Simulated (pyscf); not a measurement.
**Four-centre exchange: H₂N–SiH(NH₂)–NH₂ + SiH₄ → H₂N–Si(NH₂)(NH₂)–SiH₃ + H₂**

Gas phase, singlet surface, charge 0. Bonds broken: Si2–H7, Si12–H13. Bonds formed: Si2–Si12, H7–H13. PySCF, gas phase, ωB97X-D3(BJ)/def2-SVP geometries.

Transition state (Å):

```xyz
16

N      2.1091     0.8937    -0.3693
Si     0.4102     0.6330    -0.4876
N     -0.2888     2.1995    -0.6729
N      0.2151    -0.6612    -1.6117
H      2.7395     0.0997    -0.3407
H      2.4623     1.6724     0.1763
H      0.2725     0.0493     1.2130
H     -1.2979     2.2998    -0.6323
H      0.1189     2.8449    -1.3433
H     -0.7039    -1.0732    -1.7375
H      0.7293    -0.6344    -2.4876
Si    -1.2695    -0.2302     1.2391
H      0.0893    -0.3646     2.3713
H     -1.3952    -1.7140     1.3344
H     -2.1803     0.0206    -0.0086
H     -1.8370     0.7959     2.1619
```

One imaginary mode, 1647i cm⁻¹; descent along it reached the two sides named.

```
bond      change  reactant side (Å)  saddle  product side
--------  ------  -----------------  ------  ------------
Si2–H7    breaks              1.494   1.803           3.3
Si12–H13  breaks              1.496   1.774           3.6
Si2–Si12   forms                4.0   2.559         2.343
H7–H13     forms                3.0   1.244         0.761
```

Electronic energies relative to the separated reactants (eV):

| level | barrier | reaction energy | reverse barrier |
|---|---|---|---|
| ωB97X-D3(BJ)/def2-TZVP | 3.16 | +0.17 | 2.99 |
| PBE/def2-TZVP | 2.89 | +0.23 | 2.66 |
| r²SCAN/def2-TZVP | 3.01 | +0.27 | 2.74 |
| B3LYP-D3(BJ)/def2-TZVP | 3.20 | +0.30 | 2.90 |
| PBE0-D3(BJ)/def2-TZVP | 2.97 | +0.22 | 2.75 |
| M06-2X/def2-TZVP | 3.36 | +0.32 | 3.04 |
| ωB97M-D3(BJ)/def2-TZVP | 3.28 | +0.39 | 2.90 |
| HF/def2-TZVP | 4.35 | +0.70 | 3.65 |

With ωB97M-D3(BJ)/def2-TZVP energies and thermal terms (ideal gas, 1 atm, RRHO with modes under 100 cm⁻¹ raised to 100, one conformer, R ln 2 for chiral ones without a mode under 150 cm⁻¹), in eV:

| T (K) | ΔH‡ | ΔG‡ | ΔH | ΔG |
|---|---|---|---|---|
| 298 | 3.23 | 3.67 | +0.31 | +0.35 |
| 600 | 3.26 | 4.10 | +0.38 | +0.36 |
| 900 | 3.29 | 4.51 | +0.43 | +0.34 |
| 1200 | 3.33 | 4.91 | +0.46 | +0.30 |

At the saddle there is also a short H–Si contact that neither side keeps. The same reactants have a lower exit, to H₂N–SiH(NH₂)–NH–SiH₃ + H₂ (barrier +1.80 eV at ωB97M-D3(BJ), against +3.28 eV here). H₂N–Si(NH₂)(NH₂)–SiH₃ lies 0.72 eV over its isomer H₂N–SiH(NH₂)–NH–SiH₃ (electronic energy, ωB97M-D3(BJ)). One saddle was located; it need not be the lowest between these sides.
